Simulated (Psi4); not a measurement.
**HF/STO-3G run of BN2H5 (SMILES NBN)**

What is the vertical electron affinity of BN2H5 at HF/STO-3G? 

The results are computed with Psi4 1.11.

1 further run of the same task is left out (it didn't finish).

## 1. Starting point

The species is BN2H5 (8 atoms), meant as a singlet with charge 0. As SMILES, `NBN`. Geometry: relaxed at PBE0-D4/def2-TZVP.

Bond lengths: N1–B2 1.409 Å, B2–N3 1.409 Å, N1–H4 1.005 Å, N1–H5 1.002 Å, B2–H6 1.200 Å, N3–H7 1.003 Å, N3–H8 1.005 Å. Angles: N1–B2–N3 122.9°, N1–B2–H6 118.5°, N3–B2–H6 118.5°, B2–N1–H4 124.5°, B2–N1–H5 121.9°, B2–N3–H7 121.9°, B2–N3–H8 124.5°, H4–N1–H5 113.6°, H7–N3–H8 113.6°.

## 2. A single-point energy at HF/STO-3G

run.py reads:

```python
import psi4

psi4.set_memory(1600000000)
psi4.set_num_threads(1)
psi4.core.set_output_file('psi4.out', False)

mol = psi4.geometry("""
0 1
N
B 1 1.409065
N 2 1.409045 1 122.9219
H 1 1.004959 2 124.46727 3 0.0012
H 1 1.002429 4 113.64084 2 -179.99443
H 2 1.199838 3 118.5412 1 179.99827
H 3 1.002506 2 121.88451 6 0.0042
H 3 1.004826 7 113.64488 2 -179.99058
symmetry c1
""")

psi4.set_options({
    'puream': True,
    'e_convergence': 1e-09,
    'd_convergence': 1e-08,
    'scf_type': 'pk',
})

e = psi4.energy("hf/STO-3G")
print('E =', round(e, 9))
```

Started as:

```bash
$ python run.py
```

psi4.out:

```text
[...]
  Running in c1 symmetry.
[...]
  Nuclear repulsion =   68.852588053507361
[...]
  Multiplicity = 1
[...]
  Nalpha       = 12
  Nbeta        = 12
[...]
    Number of basis functions: 20
[...]
   @RHF iter   1:  -134.80590089851137   -2.28089e+00   9.53981e-03 ADIIS/DIIS
[...]
   @RHF iter   9:  -134.83308467368641   -1.98952e-13   2.13625e-09 DIIS
[...]
    Orbital Energies [Eh]
    ---------------------
    Doubly Occupied:
       1A    -15.287179     2A    -15.287097     3A     -7.379490
       4A     -1.088122     5A     -1.048223     6A     -0.645020
       7A     -0.621390     8A     -0.587580     9A     -0.508098
      10A     -0.423870    11A     -0.395353    12A     -0.298135
[...]
  @RHF Final Energy:  -134.83308467368641
   => Energetics <=
    Nuclear Repulsion Energy =             68.8525880535073611
    One-Electron Energy =                -320.2322334757402018
    Two-Electron Energy =                 116.5465607485464119
    Total Energy =                       -134.8330846736864146
[...]
 Multipole Moments:
 ------------------------------------------------------------------------------------
     Multipole            Electronic (a.u.)      Nuclear  (a.u.)        Total (a.u.)
 ------------------------------------------------------------------------------------
 L = 1.  Multiply by 2.5417464519 to convert [e a0] to [Debye]
 Dipole X            :          0.0001039           -0.0002338           -0.0001298
 Dipole Y            :          0.0651283           -0.4684780           -0.4033497
 Dipole Z            :          0.0354958           -0.2547841           -0.2192883
 Magnitude           :                                                    0.4591061
[...]
```

The script printed:

```text
E = -134.833084674
```

It took 1.8 s on 1 thread of AMD EPYC 7B13 (Zen 3), shared host; peak memory 0.18 GiB.

## 3. The doublet anion: energy and forces at UHF/STO-3G

bh5n2.json reads:

```json
{
  "schema_name": "qcschema_input",
  "schema_version": 1,
  "molecule": {
    "schema_name": "qcschema_molecule",
    "schema_version": 2,
    "symbols": ["N", "B", "N", "H", "H", "H", "H", "H"],
    "geometry": [-1.83492407, 0.97604354, -1.09811985, 0.36698481, 0.73056812, 0.37889009, 1.6028657, -1.59719652, 0.75853607, -2.69626123, -0.46203804, -1.9906375, -2.69078103, 2.64731733, -1.34869754, 1.22775506, 2.58627917, 1.35682336, 3.16850379, -1.73817009, 1.81583783, 1.02990074, -3.25089585, 0.02192082],
    "molecular_charge": -1,
    "molecular_multiplicity": 2,
    "fix_symmetry": "c1"
  },
  "driver": "gradient",
  "model": {
    "method": "hf",
    "basis": "STO-3G"
  },
  "keywords": {
    "reference": "uhf",
    "puream": true,
    "e_convergence": 1e-09,
    "d_convergence": 1e-08,
    "scf_type": "pk",
    "maxiter": 100,
    "scf_properties": ["DIPOLE", "LOWDIN_CHARGES", "MAYER_INDICES"]
  }
}
```

Started as:

```bash
$ psi4 --qcschema bh5n2.json -n 1 --memory 1600MB
```

stdout:

```text
[...]
  Running in c1 symmetry.
[...]
  Nuclear repulsion =   68.852594849825280
[...]
  Multiplicity = 2
[...]
  Nalpha       = 13
  Nbeta        = 12
[...]
    Number of basis functions: 20
[...]
   @UHF iter   1:  -134.38548474060917   -1.86047e+00   1.62434e-02 ADIIS/DIIS
[...]
   @UHF iter  12:  -134.47460551507666   -1.70530e-13   4.37808e-09 DIIS
[...]
   @S^2 Observed:                7.576105081E-01
[...]
    Orbital Energies [Eh]
    ---------------------
    Alpha Occupied:
       1A    -14.939009     2A    -14.938909     3A     -6.877929
       4A     -0.780842     5A     -0.748335     6A     -0.329239
       7A     -0.324077     8A     -0.293523     9A     -0.173890
      10A     -0.119203    11A     -0.087266    12A     -0.029346
      13A      0.318548
    Alpha Virtual:
      14A      0.884991    15A      0.921693    16A      0.965709
      17A      1.046684    18A      1.139140    19A      1.350655
      20A      1.364905
[...]
  @UHF Final Energy:  -134.47460551507666
   => Energetics <=
    Nuclear Repulsion Energy =             68.8525948498252802
    One-Electron Energy =                -327.8935731395929452
    Two-Electron Energy =                 124.5663727746910183
    Total Energy =                       -134.4746055150766608
  UHF NO Occupations:
  HONO-2 :   11  A 1.9994921
  HONO-1 :   12  A 1.9970188
[...]
 Multipole Moments:
 ------------------------------------------------------------------------------------
     Multipole            Electronic (a.u.)      Nuclear  (a.u.)        Total (a.u.)
 ------------------------------------------------------------------------------------
 L = 1.  Multiply by 2.5417464519 to convert [e a0] to [Debye]
 Dipole X            :         -0.1645700           -0.2026103           -0.3671802
 Dipole Y            :         -0.3549526           -0.4364850           -0.7914376
 Dipole Z            :         -0.1870800           -0.2298172           -0.4168972
 Magnitude           :                                                    0.9669530
[...]
  -Total Gradient:
     Atom            X                  Y                   Z
    ------   -----------------  -----------------  -----------------
       1        0.074384376989    -0.002889988752     0.051012691425
       2       -0.053708539359    -0.115828386741    -0.061020816671
       3       -0.038175981428     0.081129801147    -0.009818001485
       4        0.010580937219     0.004186548614     0.008195126861
       5        0.011684511173    -0.007101798236     0.006642636408
       6        0.007900407754     0.017038661326     0.008974507440
       7       -0.010469439270     0.009543571052    -0.005311710667
       8       -0.002196273079     0.013921591590     0.001325566689
[...]
```

The result, in JSON:

```text
{
 "driver": "gradient",
 "model": {
  "method": "hf",
  "basis": "STO-3G"
 },
 "success": true,
 "return_result": [0.07438437698932654, -0.002889988751527163, 0.05101269142489569, -0.0537085393588439, -0.11582838674109, -0.06102081667075864, -0.03817598142770269, 0.08112980114693558, -0.009818001484558747, 0.01058093721896522, 0.004186548614224461, 0.008195126861015034, 0.011684511173007284, -0.0071017982364067755, 0.006642636408206684, 0.007900407754405078, 0.01703866132624629, 0.00897450743986572, -0.010469439270107128, 0.009543571052300293, -0.0053117106672572745, -0.002196273079061256, 0.013921591589516502, 0.0013255666886344553],
 "properties": {
  "calcinfo_nbasis": 20,
  "calcinfo_nmo": 20,
  "calcinfo_nalpha": 13,
  "calcinfo_nbeta": 12,
  "calcinfo_natom": 8,
  "nuclear_repulsion_energy": 68.85259484982528,
  "return_energy": -134.47460551507666,
  "return_gradient": [0.07438437698932654, -0.002889988751527163, 0.05101269142489569, -0.0537085393588439, -0.11582838674109, -0.06102081667075864, -0.03817598142770269, 0.08112980114693558, -0.009818001484558747, 0.01058093721896522, 0.004186548614224461, 0.008195126861015034, 0.011684511173007284, -0.0071017982364067755, 0.006642636408206684, 0.007900407754405078, 0.01703866132624629, 0.00897450743986572, -0.010469439270107128, 0.009543571052300293, -0.0053117106672572745, -0.002196273079061256, 0.013921591589516502, 0.0013255666886344553],
  "scf_one_electron_energy": -327.89357313959295,
  "scf_two_electron_energy": 124.56637277469102,
  "scf_dipole_moment": [-0.36718022775998965, -0.7914376287973485, -0.41689724469759215],
  "scf_total_energy": -134.47460551507666,
  "scf_total_gradient": [0.07438437698932654, -0.002889988751527163, 0.05101269142489569, -0.0537085393588439, -0.11582838674109, -0.06102081667075864, -0.03817598142770269, 0.08112980114693558, -0.009818001484558747, 0.01058093721896522, 0.004186548614224461, 0.008195126861015034, 0.011684511173007284, -0.0071017982364067755, 0.006642636408206684, 0.007900407754405078, 0.01703866132624629, 0.00897450743986572, -0.010469439270107128, 0.009543571052300293, -0.0053117106672572745, -0.002196273079061256, 0.013921591589516502, 0.0013255666886344553],
  "scf_iterations": 12
 }
}
```

It took 1.8 s on 1 thread of AMD EPYC 7B13 (Zen 3), shared host; peak memory 0.18 GiB.

## 4. Outcome

At HF/STO-3G:

| quantity | value |
| --- | --- |
| singlet BN2H5: total energy | -134.83308 Eh |
| singlet BN2H5: dipole moment | 1.17 D |
| singlet BN2H5: HOMO energy | -8.11 eV |
| singlet BN2H5: LUMO energy | 10.93 eV |
| singlet BN2H5: HOMO–LUMO gap | 19.04 eV |
| doublet anion: total energy | -134.47461 Eh |
| doublet anion: HOMO energy (highest over α and β) | 8.67 eV |
| doublet anion: LUMO energy (lowest over α and β) | 23.42 eV |
| doublet anion: ⟨S²⟩ | 0.758 |
| doublet anion: largest force on an atom | 7.277 eV/Å |
| vertical electron affinity (to the doublet anion) | -9.755 eV |

In words: The anion lies 9.75 eV (225 kcal/mol) above the neutral: the electron isn't bound at this level, and such a value depends on the basis. Without diffuse functions anions come out too high. Hartree–Fock misses the correlation that binds many anions. In a minimal basis such a difference can be off by several eV, whatever the method. The HOMO (doublet anion) lies at positive energy, 8.67 eV: the electron is unbound at this level or held by a compact basis; values depend on the basis.
